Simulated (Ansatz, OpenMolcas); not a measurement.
# A ladder of methods for NO+ (nitrosonium)

The species is NO+ (2 atoms), meant as a singlet with charge +1. As SMILES, `N#[O+]`. Geometry: the measured bond length.

```xyz
2

N     0.0000    0.0000    0.0000
O     0.0000    0.0000    1.0632
```

Each level gives the vertical energy of the triplet above the singlet (eV). The values are calculated.

```json
{"level": "r2SCAN/STO-3G", "kind": "meta-GGA", "program": "OpenMolcas", "value (eV)": "7.05", "less FCI/STO-3G": "-0.41"}
{"level": "BHLYP/STO-3G", "kind": "global hybrid", "program": "Ansatz", "value (eV)": "6.98", "less FCI/STO-3G": "-0.48"}
{"level": "r2SCAN0/STO-3G", "kind": "hybrid meta-GGA", "program": "Ansatz", "value (eV)": "6.95", "less FCI/STO-3G": "-0.51"}
{"level": "wB97M-V/STO-3G", "kind": "range-separated hybrid", "program": "Ansatz", "value (eV)": "7.48", "less FCI/STO-3G": "+0.02"}
{"level": "B2PLYP/STO-3G", "kind": "double hybrid", "program": "Ansatz", "value (eV)": "7.33", "less FCI/STO-3G": "-0.13"}
{"level": "BCCD(T)/STO-3G", "kind": "coupled cluster or CI", "program": "Ansatz", "value (eV)": "7.46", "less FCI/STO-3G": "0.00"}
{"level": "CCSD/STO-3G", "kind": "coupled cluster or CI", "program": "Ansatz", "value (eV)": "7.36", "less FCI/STO-3G": "-0.10"}
{"level": "FCI/STO-3G", "kind": "exact in the basis", "program": "Ansatz", "value (eV)": "7.46", "less FCI/STO-3G": "0.00"}
```

FCI/STO-3G is exact within its basis and frozen core, so for wave-function methods in that basis the difference is their error; functionals converge differently with the basis, so for them it is only a difference. The values span 6.95 to 7.48 eV. Spin contamination of the reference (⟨S²⟩ at least 0.1 too high) touches BCCD(T)/STO-3G, CCSD/STO-3G. All rows use very small basis sets, so even the best lies far from the true value.
